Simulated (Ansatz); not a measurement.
## Smallest direct gap on the k points sampled of zinc-blende ZnSe at several levels of theory

No measured value is used here.

```csv
level (code),value (eV),cell (Å³/atom)
LDA+SOC (Ansatz),?,22.76
PBE (Ansatz),1.29,22.76
PBE+SOC (Ansatz),1.16,22.76
r²SCAN (Ansatz),1.86,22.76
HSE06 (Ansatz),?,22.76
r²SCANh (Ansatz),2.47,22.71
Hartree–Fock (Ansatz),8.97,22.76
```

Question: Fill in the missing entries.

Answer: 
- LDA+SOC (Ansatz, a program for electronic structure), value (eV): 0.90
- HSE06 (Ansatz), value (eV): 2.41

Computed values are for a static lattice. Spin–orbit coupling is included only where a level's name says +SOC; with heavier elements it mostly lowers gaps and can invert bands.  Values are at the measured cell; r²SCANh at the level's own relaxed cell. Cutoffs and k meshes differ between the levels. Ansatz's density-functional and Hartree–Fock values are scalar-relativistic unless marked +SOC, with PAW data made under PBE.
